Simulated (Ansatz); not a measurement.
## How far each method lies from full CI for CH2⁺, doublet

Geometry: a point of a bend scan, not a stationary point.

```csv
atom,x (Å),y (Å),z (Å)
C,-0.1310,0.0000,0.0000
H,0.7804,0.0000,-0.6044
H,0.7804,0.0000,0.6044
```

Basis aug-cc-pVDZ; Ansatz 0.2.0. Correlated methods freeze the noble-gas cores, which leaves 5 electrons in 40 orbitals. Prefix R: restricted or restricted open-shell reference; prefix U: unrestricted. Active spaces: pair = (3e, 3o) about the gap; valence = (5e, 6o) chosen from the atoms' valence shells.

Full CI is exact within this basis and frozen core; it isn't the basis-set limit. The frozen core follows each run's orbitals, which can shift R against U totals by a few meV.

For open shells CISD is restricted-active-space CI with the open shells as a complete middle space.

```
UHF ⟨S²⟩                          : 0.760
T1 diagnostic (RCCSD)             : 0.0163
largest doubles amplitude (RCCSD) : 0.050
T1 diagnostic (UCCSD)             : 0.0115
```

```csv
level,E − E(RHF) (eV)
UHF,-0.0726
RMP2,-2.2765
UMP2,-2.2780
RCCSD,-2.8752
UCCSD,-2.8762
RCCSD(T),-2.9262
UCCSD(T),-2.9262
```

Q: Estimate how far full CI in aug-cc-pVDZ lies from RCCSD(T). The table doesn't fix it; the size of (T) and the diagnostics are the guide.

A: Full CI in aug-cc-pVDZ lies 0.57 mEh below RCCSD(T), which is 30 % of the (T) step (-1.88 mEh). The diagnostics give no warning, yet the rest is a sizeable part of (T).

The other levels:

| level | E − E(full CI) (mEh) | share of correlation (%) | wall time |
| --- | --- | --- | --- |
| CISD | 4.37 | 95.96 | 0.63 s |
| BCCD(T) | 0.57 | 99.47 | 0.9 s |
| RCCSDT | 0.07 | 99.93 | – |
| UCCSDT | 0.06 | 99.94 | – |
| RCCSDT(Q) | 0.02 | 99.98 | 9.5 s |
| UCCSDT(Q) | 0.01 | 99.99 | 9 s |
| CASSCF (pair space) | 89.10 | 17.58 | – |
| NEVPT2 (pair space) | 23.40 | 78.36 | 0.51 s |
| MRCISD (pair space) | 3.62 | 96.65 | – |
| MRCISD+Q (pair space) | -0.02 | 100.02 | 0.66 s |
| CASSCF (valence space) | 55.58 | 48.59 | – |
| NEVPT2 (valence space) | 13.11 | 87.88 | 0.42 s |
| MRCISD (valence space) | 1.46 | 98.65 | – |
| MRCISD+Q (valence space) | 0.27 | 99.75 | 0.78 s |

The correlation energy at full CI, counted from RHF, is -2.942 eV. That run took 17 s on 1 thread of Arm Neoverse V2, shared host over 1,948,494 determinants.

Times hold each run's SCF and search for its determinant on a shared host, so for small cases they say little of a method's own cost; they ran on 1 thread of Arm Neoverse V2.

The full-CI state has the irrep A1 of C2v, in the program's axes.

Natural occupations of full CI about the gap: 1.961 1.942 0.992 0.032 0.024 0.016 0.006 0.006 0.006 0.003; effectively unpaired electrons, Σ n²(2−n)², 1.03.
